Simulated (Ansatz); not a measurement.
```yaml
crystal:
  periodic: [false, false, false]
  atoms:
    - {symbol: B, position_ang: [-1.435052, 0.963015, 0.035927]}
    - {symbol: Ga, position_ang: [-0.205837, 0.204062, 0.005323]}
    - {symbol: S, position_ang: [0.920472, -0.819964, -0.023566]}
    - {symbol: H, position_ang: [0.348188, 1.640178, -0.003886]}
basis:
  gaussian: {orbitals: def2-TZVP}
magnetization: {spin_polarized: true, initial_magnetization: 1}
hamiltonian: {xc: pbe0}
relax: {f_tol: 0.004, max_steps: 80}
```

```sh
$ ansatz run in.yaml --threads 1 --pin off --events-out ev --progress --plain --max-ram 2176MiB
```

Steps of the relaxation (energy above the last step; positions in Å, forces in eV/Å):

```
4
step 1, 15460.5 meV
B    -1.435    0.963    0.036  -20.559   14.433    0.516
Ga   -0.206    0.204    0.005   -9.358   12.585    0.251
S     0.920   -0.820   -0.024   31.162  -28.992   -0.801
H     0.348    1.640   -0.004   -1.245    1.974    0.034
```

```
4
step 2, 7483.9 meV
B    -1.537    1.047    0.039  -12.985    9.315    0.327
Ga   -0.229    0.232    0.006    3.946   -1.486   -0.096
S     1.061   -0.955   -0.027    9.909   -9.621   -0.256
H     0.333    1.663   -0.003   -0.870    1.792    0.025
```

```
4
step 3, 3950.2 meV
B    -1.634    1.157    0.041   -4.902    4.114    0.125
Ga   -0.195    0.211    0.005    2.730   -1.769   -0.068
S     1.181   -1.113   -0.030    3.074   -3.372   -0.080
H     0.276    1.732   -0.002   -0.901    1.027    0.024
```

```
4
step 17, 0.0 meV
B    -0.935    1.441    0.026    0.000    0.000    0.000
Ga    0.256   -0.175   -0.006    0.000    0.000    0.000
S     1.286   -1.905   -0.035    0.000    0.000    0.000
H    -0.979    2.626    0.030    0.000    0.000    0.000
```

Close pairs at the end: B1–H4 1.186 Å, B1–Ga2 2.008 Å, Ga2–S3 2.014 Å.

A stationary point of unrestricted PBE0 after 17 steps, with ⟨S²⟩ = 0.757 against 0.75 for a pure state; no frequencies were run, so it isn't proven a minimum. 6.2 min on 1 thread of Arm Neoverse N1, shared host.
